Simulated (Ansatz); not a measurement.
Reaction (SMILES): C (CH4) → [CH3] (CH3) + H atom
B3LYP-D3(BJ)/def2-TZVP geometries, fixed; electronic energies without zero-point terms.

Basis-set convergence of the bond dissociation energy at PBE0 with Ansatz (a first-principles code). All functions are spherical. The program fits the integrals of some runs and decomposes those of others, by size. Open shells are unrestricted. No added dispersion term, no relativity. Functions are those of the species that has most. Reference: the value in aug-pcseg-3, 109.34 kcal/mol. Deviations are taken from unrounded values.

```csv
basis,functions,bond dissociation energy (kcal/mol),minus reference (kcal/mol)
cc-pVDZ,34,109.23,-0.11
def2-SVP,34,109.86,0.52
pcseg-1,34,109.66,0.32
6-311G**,42,109.96,0.62
6-311+G**,46,109.33,-0.01
cc-pVTZ,86,109.64,0.30
jun-cc-pV(T+d)Z,95,109.36,0.02
"6-311++G(3df,3pd)",111,109.30,-0.04
def2-QZVPP,177,109.34,0.00
```

The smallest set listed that lies within 2 kcal/mol of the reference with all its larger relatives (same family, alike in diffuse functions; a set with none counts only in the reference's own line) is cc-pVDZ (34 functions, -0.11 kcal/mol off), level with def2-SVP, level with pcseg-1. Inside, with no larger relative to test it: 6-311G**. (Relatives not listed, tested too: def2-TZVP -0.12, 6-311++G(2d,2p) 0.12, pcseg-2 0.02, def2-TZVPP 0.11, aug-cc-pVTZ -0.08, cc-pVQZ 0.15, def2-QZVP 0.00, pcseg-3 0.01, aug-cc-pVQZ 0.00 kcal/mol.)
